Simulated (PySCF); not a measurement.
NaSi⁺: frontier orbitals

CAM-B3LYP at R = 3.257 Å; basis Na 3-21G, Si 3-21G; no relativity; PySCF 2.14. State: ³Π (triplet), unpaired electrons σ ↑, π ↑. Only the outer orbitals are listed, counted within each symmetry.

```json
{"spin": "α", "orbital": "6σ", "occ.": "1", "ε (eV)": "-39.44", "on Na (%)": "100", "main shells (%)": "100 Na p"}
{"spin": "α", "orbital": "2π", "occ.": "1", "ε (eV)": "-39.44", "on Na (%)": "100", "main shells (%)": "100 Na p"}
{"spin": "α", "orbital": "2π", "occ.": "1", "ε (eV)": "-39.44", "on Na (%)": "100", "main shells (%)": "100 Na p"}
{"spin": "α", "orbital": "7σ", "occ.": "1", "ε (eV)": "-18.94", "on Na (%)": "0", "main shells (%)": "100 Si s"}
{"spin": "α", "orbital": "8σ", "occ.": "1", "ε (eV)": "-11.66", "on Na (%)": "14", "main shells (%)": "85 Si p, 10 Na s"}
{"spin": "α", "orbital": "3π", "occ.": "1", "ε (eV)": "-11.19", "on Na (%)": "1", "main shells (%)": "99 Si p"}
{"spin": "α", "orbital": "3π", "occ.": "0", "ε (eV)": "-6.62", "on Na (%)": "4", "main shells (%)": "96 Si p"}
{"spin": "α", "orbital": "9σ", "occ.": "0", "ε (eV)": "-5.31", "on Na (%)": "94", "main shells (%)": "90 Na s"}
{"spin": "α", "orbital": "4π", "occ.": "0", "ε (eV)": "-3.27", "on Na (%)": "99", "main shells (%)": "99 Na p"}
{"spin": "β", "orbital": "2π", "occ.": "1", "ε (eV)": "-39.43", "on Na (%)": "100", "main shells (%)": "100 Na p"}
{"spin": "β", "orbital": "2π", "occ.": "1", "ε (eV)": "-39.43", "on Na (%)": "100", "main shells (%)": "100 Na p"}
{"spin": "β", "orbital": "6σ", "occ.": "1", "ε (eV)": "-39.42", "on Na (%)": "100", "main shells (%)": "100 Na p"}
{"spin": "β", "orbital": "7σ", "occ.": "1", "ε (eV)": "-16.88", "on Na (%)": "0", "main shells (%)": "99 Si s"}
{"spin": "β", "orbital": "8σ", "occ.": "0", "ε (eV)": "-6.55", "on Na (%)": "57", "main shells (%)": "54 Na s, 41 Si p"}
{"spin": "β", "orbital": "3π", "occ.": "0", "ε (eV)": "-6.09", "on Na (%)": "6", "main shells (%)": "94 Si p"}
{"spin": "β", "orbital": "3π", "occ.": "0", "ε (eV)": "-5.34", "on Na (%)": "12", "main shells (%)": "88 Si p, 12 Na p"}
```

Q: Which are the highest filled and the lowest empty level, where do they sit, and how wide is the gap?

A: Highest filled α 3π at -11.19 eV (in %: 99 Si p); lowest empty α 3π at -6.62 eV (in %: 96 Si p); the gap at CAM-B3LYP is 4.57 eV. Both belong to one degenerate shell, split only by its one-sided filling, so this is no excitation gap.

The bond order (Mayer) is 0.26 and the ⟨S²⟩ is 2.000. The charge on Na (Mulliken, basis-dependent) is 0.84. The charge on Na (Löwdin, basis-dependent) is 0.64. The dipole moment (positive dipole points towards Si; it is taken about the centre of mass and depends on that origin) is -6.10 D. The polarisability along the bond is 51.6 bohr³ and the polarisability across the bond is 23.2 bohr³.

3-21G is very small, so such numbers show the basis as much as the molecule. The state is the lowest determinant that a PBE0 search found; another state may lie lower at other levels.
